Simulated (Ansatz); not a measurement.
**O3+ (doublet): geometry and frequencies at several levels**

Aim: geometry and frequencies at several levels, for O3+ (doublet), with the cost of each level. Charge +1. Spin multiplicity 2.

Computed with Ansatz 0.2.0 (the levels named in each step, unless a step's input says otherwise).

### Step 1. Starting point

Bond lengths: O1–O2 1.168 Å, O2–O3 1.168 Å. Angles: O1–O2–O3 140.4°.

Coordinates:

```xyz
3

O     1.1020   -0.1030   -0.0037
O    -0.0069    0.2633   -0.0023
O    -1.0952   -0.1603    0.0060
```

### Step 2. A rough first relaxation, PBE-D4/def2-SVP

Input file input.yaml:

```yaml
crystal:
  periodic: [false, false, false]
  atoms:
    - { symbol: O, position_ang: [1.10203, -0.10302, -0.00368] }
    - { symbol: O, position_ang: [-0.00686, 0.26331, -0.00231] }
    - { symbol: O, position_ang: [-1.09516, -0.1603, 0.006] }
magnetization:
  spin_polarized: true
  initial_magnetization: 1
total_charge: 1
basis:
  gaussian: { orbitals: def2-SVP }
hamiltonian:
  xc: pbe
  dispersion: d4
relax:
  f_tol: 0.03
  max_steps: 200
```

Started as:

```console
> ansatz run input.yaml --threads 1 --pin off --max-ram 2560MiB --backend cpu --events-out ev --progress --plain --runs-dir out
```

After this run come: Relaxation, HF/STO-3G; Frequencies, HF/STO-3G; Relaxation, HF/6-31G*; Frequencies, HF/6-31G*; Relaxation, LDA/def2-SVP; Frequencies, LDA/def2-SVP; Relaxation, PBE-D4/def2-SVP; Frequencies, PBE-D4/def2-SVP; Relaxation, PBE0-D4/def2-TZVPP; Relaxation, MP2/def2-TZVPP; Frequencies, MP2/def2-TZVPP.

What does the calculation give? Wanted: O1–O2 at MP2/def2-TZVPP; O2–O3 at MP2/def2-TZVPP; frequencies at MP2/def2-TZVPP.

The runs gave:

| quantity | value |
| --- | --- |
| O1–O2 at MP2/def2-TZVPP | 1.255 Å |
| O2–O3 at MP2/def2-TZVPP | 1.274 Å |
| frequencies at MP2/def2-TZVPP | 467 to 1822 cm⁻¹ |

What this shows: The O–O distance spreads over 0.538 Å, from LDA/def2-SVP (shortest) to HF/STO-3G. No mode is imaginary, so the geometry is a minimum. <S²> exceeds the pure value by up to 1.54: some mean fields break spin symmetry, which blurs their results.
